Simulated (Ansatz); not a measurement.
## Molecular dynamics of CH$_{7}$B

Input:

```yaml
crystal:
  periodic: [false, false, false]
  atoms:
    - { symbol: B, position_ang: [-0.03569, -0.383459, 0.187484] }
    - { symbol: C, position_ang: [-0.011784, 0.046081, 1.897913] }
    - { symbol: H, position_ang: [-0.964145, -0.04993, 2.437884] }
    - { symbol: H, position_ang: [0.804957, -0.355698, 2.51551] }
    - { symbol: H, position_ang: [0.186002, 1.113953, 1.746721] }
    - { symbol: H, position_ang: [1.070451, -0.198913, -0.25426] }
    - { symbol: H, position_ang: [-1.04014, 0.085025, -0.286032] }
    - { symbol: H, position_ang: [-0.20779, -1.654097, 0.145163] }
    - { symbol: H, position_ang: [-0.152161, -1.174964, 1.16252] }
basis:
  gaussian: { orbitals: def2-SVP }
hamiltonian:
  xc: pbe0
  dispersion: d4
md:
  timestep: 0.5
  n_steps: 200
  ensemble: nve
  temperature: 300.0
  initial_velocities: maxwell_boltzmann
  seed: 3051
```

Command:

```bash
$ ansatz run input.yaml --threads 1 --pin off --max-ram 2048MiB --backend cpu --events-out ev --progress --plain --runs-dir out
```

It starts at the highest image of a converged band, a first-order saddle point between two minima.

Output, in part (step lines, the closing report, with atoms numbered from 0):

```
md step     0: t =     0.00 fs  T =   300.0 K  F+E_penalty+E_count = -1821.78500128 eV  E_kin = 0.271446 eV  conserved = -1821.51355529 eV  (20 SCF iters)
[... lines left out ...]
Total energy: -1822.07294525 eV, -66.9599456927 hartree
Atom 0 at    -0.110831    -0.681337    -1.250937 Å, force    -0.364164     0.432376    -0.561970 eV/Å
Atom 1 at     0.041904     0.224350     3.104614 Å, force    -0.184136     1.745126     0.499843 eV/Å
Atom 2 at    -1.084807     0.353992     3.248704 Å, force     1.471576     0.071750     0.086271 eV/Å
Atom 3 at     0.675611     0.374060     4.045328 Å, force    -1.063494     0.015852    -1.041573 eV/Å
Atom 4 at     0.418930     0.899996     2.280771 Å, force    -0.423517    -0.350236     0.838460 eV/Å
Atom 5 at     0.988050    -0.182965    -1.294319 Å, force    -0.007014    -0.039225     0.089323 eV/Å
Atom 6 at    -1.025583    -0.151092    -1.881205 Å, force     0.370836    -0.219301     0.321164 eV/Å
Atom 7 at    -0.318589    -1.693107    -0.646858 Å, force     0.001413    -0.169394     0.174544 eV/Å
Atom 8 at     0.209660    -0.765198     2.762350 Å, force     0.198500    -1.486949    -0.406062 eV/Å
Dipole moment:     0.011911    -0.020030     0.007048 e Å
```

The steps, from the saved trajectory:

```json
{"time (fs)": "0", "T (K)": "300", "potential energy less start (eV)": "0.000", "conserved less start (meV/atom)": "0.00"}
{"time (fs)": "3", "T (K)": "150", "potential energy less start (eV)": "0.137", "conserved less start (meV/atom)": "0.15"}
{"time (fs)": "6", "T (K)": "110", "potential energy less start (eV)": "0.172", "conserved less start (meV/atom)": "0.06"}
{"time (fs)": "9", "T (K)": "62", "potential energy less start (eV)": "0.216", "conserved less start (meV/atom)": "0.16"}
{"time (fs)": "12", "T (K)": "190", "potential energy less start (eV)": "0.100", "conserved less start (meV/atom)": "0.06"}
{"time (fs)": "15", "T (K)": "219", "potential energy less start (eV)": "0.075", "conserved less start (meV/atom)": "0.11"}
{"time (fs)": "18", "T (K)": "248", "potential energy less start (eV)": "0.048", "conserved less start (meV/atom)": "0.09"}
{"time (fs)": "21", "T (K)": "252", "potential energy less start (eV)": "0.044", "conserved less start (meV/atom)": "0.06"}
{"time (fs)": "24", "T (K)": "334", "potential energy less start (eV)": "-0.030", "conserved less start (meV/atom)": "0.11"}
{"time (fs)": "27", "T (K)": "510", "potential energy less start (eV)": "-0.190", "conserved less start (meV/atom)": "0.02"}
{"time (fs)": "30", "T (K)": "507", "potential energy less start (eV)": "-0.186", "conserved less start (meV/atom)": "0.17"}
{"time (fs)": "33", "T (K)": "693", "potential energy less start (eV)": "-0.356", "conserved less start (meV/atom)": "-0.04"}
{"time (fs)": "36", "T (K)": "624", "potential energy less start (eV)": "-0.292", "conserved less start (meV/atom)": "0.19"}
{"time (fs)": "39", "T (K)": "735", "potential energy less start (eV)": "-0.394", "conserved less start (meV/atom)": "-0.01"}
{"time (fs)": "42", "T (K)": "639", "potential energy less start (eV)": "-0.305", "conserved less start (meV/atom)": "0.11"}
{"time (fs)": "45", "T (K)": "666", "potential energy less start (eV)": "-0.331", "conserved less start (meV/atom)": "0.02"}
{"time (fs)": "48", "T (K)": "665", "potential energy less start (eV)": "-0.329", "conserved less start (meV/atom)": "0.09"}
{"time (fs)": "51", "T (K)": "713", "potential energy less start (eV)": "-0.373", "conserved less start (meV/atom)": "0.10"}
{"time (fs)": "54", "T (K)": "734", "potential energy less start (eV)": "-0.392", "conserved less start (meV/atom)": "0.04"}
{"time (fs)": "57", "T (K)": "663", "potential energy less start (eV)": "-0.327", "conserved less start (meV/atom)": "0.12"}
{"time (fs)": "60", "T (K)": "735", "potential energy less start (eV)": "-0.394", "conserved less start (meV/atom)": "-0.05"}
{"time (fs)": "63", "T (K)": "710", "potential energy less start (eV)": "-0.371", "conserved less start (meV/atom)": "0.08"}
{"time (fs)": "66", "T (K)": "725", "potential energy less start (eV)": "-0.385", "conserved less start (meV/atom)": "0.04"}
{"time (fs)": "69", "T (K)": "677", "potential energy less start (eV)": "-0.341", "conserved less start (meV/atom)": "0.08"}
{"time (fs)": "72", "T (K)": "628", "potential energy less start (eV)": "-0.295", "conserved less start (meV/atom)": "0.16"}
{"time (fs)": "75", "T (K)": "743", "potential energy less start (eV)": "-0.401", "conserved less start (meV/atom)": "-0.03"}
{"time (fs)": "78", "T (K)": "648", "potential energy less start (eV)": "-0.313", "conserved less start (meV/atom)": "0.15"}
{"time (fs)": "81", "T (K)": "726", "potential energy less start (eV)": "-0.386", "conserved less start (meV/atom)": "-0.11"}
{"time (fs)": "84", "T (K)": "581", "potential energy less start (eV)": "-0.253", "conserved less start (meV/atom)": "0.18"}
{"time (fs)": "87", "T (K)": "705", "potential energy less start (eV)": "-0.366", "conserved less start (meV/atom)": "-0.01"}
{"time (fs)": "90", "T (K)": "665", "potential energy less start (eV)": "-0.329", "conserved less start (meV/atom)": "0.10"}
{"time (fs)": "93", "T (K)": "634", "potential energy less start (eV)": "-0.301", "conserved less start (meV/atom)": "0.10"}
{"time (fs)": "96", "T (K)": "645", "potential energy less start (eV)": "-0.312", "conserved less start (meV/atom)": "-0.01"}
{"time (fs)": "99", "T (K)": "596", "potential energy less start (eV)": "-0.267", "conserved less start (meV/atom)": "0.16"}
```

All steps were run. The conserved energy stayed within 0.24 meV per atom of its start (net change 0.15 meV per atom), so the integration is sound. The kinetic energy rose, since the run started high on the potential surface and went downhill. It ends in pieces (BH3 + CH4), so much of that is their flight and rotation, not heat. A run of 0.1 ps of so small a system gives no equilibrium averages. The orbitals stay closed-shell, which can raise the energy where a bond breaks towards radicals; this wasn't checked here.

Between its relaxed ends the band would form C2–H9 and break B1–C2, H8–H9. These pairs go: C2–H9 1.43 → 1.06 Å, B1–C2 1.76 → 4.45 Å, H8–H9 1.13 → 3.57 Å. In the last frame they stand as after the step (other bonds may differ from the relaxed reactants and products). Also parted: B1–H9 1.26 → 4.03 Å. It ends as BH3 + CH4. Pairs count as bonded within 1.25 times the sum of covalent radii (0.12 Å more for H–H).

Last frame:

```xyz
9
Properties=species:S:1:pos:R:3
B -0.111 -0.681 -1.251
C 0.042 0.224 3.105
H -1.085 0.354 3.249
H 0.676 0.374 4.045
H 0.419 0.900 2.281
H 0.988 -0.183 -1.294
H -1.026 -0.151 -1.881
H -0.319 -1.693 -0.647
H 0.210 -0.765 2.762
```

The run took 4.5 min on 1 thread of Arm Neoverse V1, with other jobs on the host, peak memory 0.1 GiB.
